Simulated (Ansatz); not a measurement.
## Graphite

These are PBE-D3(BJ) (plane waves, PAW; Ansatz, a quantum-chemistry and plane-wave program) values and carry that method's errors.

Numerical settings: plane-wave cutoff 500 eV, 18×18×4 k mesh (along the axes of the cell as run), Fermi–Dirac smearing 0.05 eV, scalar-relativistic PAW data made under PBE.

Cell (relaxed at this level):

Space group P6₃/mmc (No. 194); a = b = 2.4650 Å, c = 6.7386 Å, α = β = 90.00°, γ = 120.00°

| atom | site | symmetry | x | y | z |
|---|---|---|---|---|---|
| C | 2b | -6m2 | 0.0000 | 0.0000 | 0.2500 |
| C | 2c | -6m2 | 0.3333 | 0.6667 | 0.2500 |

- equilibrium volume per atom: 8.86 Å³/atom
- equilibrium lattice constant a: 2.465 Å
- lattice parameter c: 6.739 Å

Measured, for comparison: lattice constant a 2.461 Å (300 K, no zero-point or thermal correction, our sources range from 2.456 to 2.461; as tabulated in Wikipedia's data pages); lattice parameter c 6.67 Å (low temperature, zero-point motion not removed; as tabulated in Berland et al. (2010), arXiv:1007.3305). Computed (rounded) less measured: lattice constant a +0.2 % (+0.2 % to +0.4 % over the range), lattice parameter c +1.0 %.

Static lattice: no zero-point or thermal effects.

It cost roughly 12 core-seconds of CPU time.
